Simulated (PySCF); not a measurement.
C₂H₆. Atoms are numbered in the order given.

```xyz
8

C      0.0000     0.0000    -0.7638
C      0.0000     0.0000     0.7638
H     -0.8866    -0.5119    -1.1657
H      0.8866    -0.5119    -1.1657
H      0.0000     1.0238    -1.1657
H     -0.8866     0.5119     1.1657
H      0.8866     0.5119     1.1657
H      0.0000    -1.0238     1.1657
```

Geometry optimised at PBE-D3(BJ)/def2-TZVP.

Method: PBE-D3(BJ)/def2-TZVP in PySCF 2.14.0.

Harmonic, unscaled wavenumbers; measured fundamentals usually lie a few per cent lower.

Modes within 1.5 cm⁻¹ of each other (mostly degenerate sets) share a row, with their intensities summed.

| mode | ν (cm⁻¹) | IR (km/mol) | moving atoms (share of kinetic energy) |
|---|---|---|---|
| 1 | 302 | 0.0 | H 100 % |
| 2–3 | 800 | 9.5 | H 95 % |
| 4 | 992 | 0.0 | C 76 %, H 24 % |
| 5–6 | 1178 | 0.0 | H 65 %, C 35 % |
| 7 | 1357 | 1.8 | H 83 %, C 17 % |
| 8 | 1369 | 0.0 | H 79 %, C 21 % |
| 9–10 | 1452 | 0.0 | H 99 % |
| 11–12 | 1454 | 22.2 | H 95 % |
| 13 | 2969 | 0.0 | H 97 % |
| 14 | 2972 | 59.7 | H 97 % |
| 15–16 | 3022 | 0.0 | H 91 %, C 9 % |
| 17–18 | 3048 | 114.2 | H 91 %, C 9 % |
